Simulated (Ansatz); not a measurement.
**Al(OH)3 (AlH₃O₃): geometry, orbitals and charge**

What does Al(OH)3 (AlH₃O₃) look like as a singlet, and where do its frontier electrons sit?

Program: Ansatz 0.2.0, Gaussian basis. Level of theory: RKS PBE0-D4/def2-TZVP. These are calculated values, not measurements.

Plan: relaxation at PBE-D4/def2-TZVP; a search for the lowest solution at PBE0-D4/def2-SVP; a single point at PBE0-D4/def2-TZVP.

## 1. The starting structure

7 atoms, charge 0, spin multiplicity 1.

Atoms are counted from 1 here; the program's logs count them from 0.

Bond lengths: Al1–O2 1.659 Å, Al1–O4 1.660 Å, Al1–O6 1.659 Å, O2–H3 0.947 Å, O4–H5 0.947 Å, O6–H7 0.947 Å. Angles: O2–Al1–O4 119.9°, O2–Al1–O6 120.0°, O4–Al1–O6 120.1°, Al1–O2–H3 135.6°, Al1–O4–H5 134.8°, Al1–O6–H7 136.5°.

Coordinates:

```
Al   -0.00372    0.00097   -0.00020
O     1.58293    0.21335    0.43690
H     2.36066   -0.32670    0.44599
O    -1.07545    1.26127    0.13711
H    -1.01576    2.15919    0.43201
O    -0.51648   -1.46869   -0.57304
H    -1.33217   -1.83939   -0.87877
```

The start is a GFN2-xTB geometry.

## 2. Optimising with PBE-D4/def2-TZVP

File in.yaml:

```yaml
crystal:
  periodic: [false, false, false]
  atoms:
    - {symbol: Al, position_ang: [-0.003720, 0.000970, -0.000200]}
    - {symbol: O, position_ang: [1.582930, 0.213350, 0.436900]}
    - {symbol: H, position_ang: [2.360660, -0.326700, 0.445990]}
    - {symbol: O, position_ang: [-1.075450, 1.261270, 0.137110]}
    - {symbol: H, position_ang: [-1.015760, 2.159190, 0.432010]}
    - {symbol: O, position_ang: [-0.516480, -1.468690, -0.573040]}
    - {symbol: H, position_ang: [-1.332170, -1.839390, -0.878770]}
basis:
  gaussian: {orbitals: def2-TZVP}
hamiltonian: {xc: pbe, dispersion: d4}
scf: {lower_state_search: "off"}
output: {orbitals: {seedname: orbitals}}
relax: {f_tol: 0.02, max_steps: 100}
```

The run is started by

```
$ ansatz run in.yaml --threads 4 --pin off --events-out ev --progress --plain --max-ram 3916MiB
```

After this run come: Searching for the lowest solution, PBE0-D4/def2-SVP; Single point, PBE0-D4/def2-TZVP.

Before running them: what should the planned runs give, taken together? Wanted: point group; commonest bond, hydrogen aside; HOMO, LUMO at PBE0-D4/def2-TZVP; dipole at PBE-D4/def2-TZVP.

The runs gave:

| quantity | value |
| --- | --- |
| point group | C3h |
| commonest bond, hydrogen aside | Al–O, 3 of mean length 1.707 Å |
| HOMO, LUMO at PBE0-D4/def2-TZVP | -9.00, -0.54 eV |
| dipole at PBE-D4/def2-TZVP | 0.00 D |

What this shows: The molecule keeps its bonding pattern by the stored test; the atoms moved 0.10 Å (rms), and the angle Al1–O6–H7 went from 136° to 120°. No usable vibrations, so a minimum isn't proven.
